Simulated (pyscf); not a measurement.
A first-order saddle from PySCF, ωB97X-D3(BJ)/def2-SVP:

```xyz
8

C     -1.0024    -0.6759     0.8953
C     -0.3123    -0.3184    -0.2769
F      1.2322     0.0963     0.7706
F     -0.4570     0.8308    -0.8506
F      0.2289    -1.1894    -1.0637
H      0.2255    -0.3057     1.3433
H     -1.1801    -1.7460     1.0263
H     -1.7809     0.0223     1.2117
```
Charge 0, spin multiplicity 1.

Surface: singlet, charge 0. Lowest wavenumbers (cm⁻¹): 1807i, 268, 317, 400, 467.

Q: Name the species on either side of this saddle.

A: H₃C–C(F)(F)–F ⇌ H₂C=C(F)–F + hydrogen fluoride (HF), an elimination read from left to right: C–H, C–F broken and F–H formed. At CCSD(T)/def2-TZVPP + ΔMP2(QZVPP) it lies +3.29 eV from the left side and +1.83 eV from the right (each side as separated species at their lowest minima found). This is the saddle that the search found; another between the same sides may lie lower. The CCSD(T) − MP2 part came from Ansatz, without density fitting, on the same reference.
